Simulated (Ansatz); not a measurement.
# CH6BN: one species, many methods

The task here is to estimate one member of a computed series from the others.

Computed with Ansatz 0.2.0, Gaussian basis. Level: functionals in def2-TZVPP, the program's frozen cores in correlated methods.

Plan: LDA (SPW92), PBE-D4, revPBE-D4, BLYP-D4, r2SCAN-D4, B97M-V, PBE0-D4, B3LYP-D4, r2SCANh-D4, r2SCAN0-D4, HSE06-D4, BHLYP-D4, CAM-B3LYP-D4, LC-ωPBE, ωB97X-V, ωB97M-V, B2PLYP, PBE-QIDH; CCSD(T)/def2-SVP; CCSD(T)/def2-TZVPP; MP2/def2-QZVPP; extrapolation to the limit; RPA on PBE.

1 further run of the same task is left out (it didn't finish).

## The relaxed structure

An earlier PBE0-D4 in a triple-zeta def2 set relaxation fixed the geometry.

9 atoms, charge 0, spin multiplicity 1.

Atoms are counted from 1 here; the program's logs count them from 0.

Bond lengths: B1–C2 1.540 Å, B1–H4 1.223 Å, B1–H5 1.216 Å, B1–H6 1.224 Å, C2–N3 1.302 Å, C2–H7 1.092 Å, N3–H8 1.009 Å, N3–H9 1.011 Å. Angles: C2–B1–H4 105.4°, C2–B1–H5 111.8°, C2–B1–H6 104.5°, H4–B1–H5 114.8°, H4–B1–H6 104.9°, H5–B1–H6 114.5°, B1–C2–N3 125.1°, B1–C2–H7 122.0°, N3–C2–H7 112.9°, C2–N3–H8 123.8°, C2–N3–H9 118.3°, H8–N3–H9 117.9°.

The first run:

The input, in.yaml:

```yaml
crystal:
  periodic: [false, false, false]
  atoms:
    - {symbol: B, position_ang: [0.225737, 1.036774, -0.458460]}
    - {symbol: C, position_ang: [0.278024, -0.460990, -0.102543]}
    - {symbol: N, position_ang: [-0.521655, -1.061204, 0.731481]}
    - {symbol: H, position_ang: [1.353707, 1.459663, -0.246749]}
    - {symbol: H, position_ang: [-0.657219, 1.614031, 0.146173]}
    - {symbol: H, position_ang: [0.105751, 1.059065, -1.676846]}
    - {symbol: H, position_ang: [1.012428, -1.136284, -0.547533]}
    - {symbol: H, position_ang: [-0.473629, -2.045579, 0.945653]}
    - {symbol: H, position_ang: [-1.234644, -0.511776, 1.191624]}
basis:
  gaussian: {orbitals: def2-TZVPP}
hamiltonian: {xc: lda}
output: {orbitals: {seedname: orbitals}}
```

Launch:

```bash
> ansatz run in.yaml --threads 2 --pin off --events-out ev --progress --plain --max-ram 4352MiB
```

Steps of the session up to this table: LDA; PBE-D4 (GGA); revPBE-D4 (GGA); BLYP-D4 (GGA); r2SCAN-D4 (meta-GGA); B97M-V (meta-GGA); PBE0-D4 (hybrid); B3LYP-D4 (hybrid); r2SCANh-D4 (hybrid); r2SCAN0-D4 (hybrid); HSE06-D4 (hybrid); BHLYP-D4 (hybrid); CAM-B3LYP-D4 (range-separated); LC-ωPBE (range-separated); ωB97X-V (range-separated); ωB97M-V (range-separated); B2PLYP (double hybrid); PBE-QIDH (double hybrid).

One table of the session follows, with a row left open; its other results are not shown here.

It belongs to the step «Orbital energies across the functionals». 

| functional | HOMO (eV) | gap (eV) |
| --- | --- | --- |
| LDA (SPW92) | -6.71 | 4.23 |
| PBE-D4 | -6.62 | 4.31 |
| revPBE-D4 | -6.58 | 4.34 |
| BLYP-D4 | -6.52 | 4.32 |
| r2SCAN-D4 | -6.89 | 4.79 |
| B97M-V | -6.95 | 4.86 |
| PBE0-D4 | -7.80 | 6.49 |
| B3LYP-D4 | -7.62 | 6.06 |
| r2SCANh-D4 | -7.32 | 5.59 |
| r2SCAN0-D4 | -7.98 | 6.81 |
| HSE06-D4 | -7.40 | 5.71 |
| BHLYP-D4 | ? | ? |
| CAM-B3LYP-D4 | -9.15 | 8.99 |
| LC-ωPBE | -10.46 | 11.48 |
| ωB97X-V | -10.13 | 11.10 |
| ωB97M-V | -9.99 | 10.86 |

Estimate the missing values for BHLYP-D4.

Worked estimate for «HOMO (eV)». Against the share of exact exchange, BLYP-D4 (0, -6.52), B3LYP-D4 (0.2, -7.62) give a slope of -5.50 per unit share; at 0.5 the line stands at -9.27.

The run gave: HOMO (eV): -8.94; gap (eV): 8.78. In «HOMO (eV)» the line misses by -0.33.
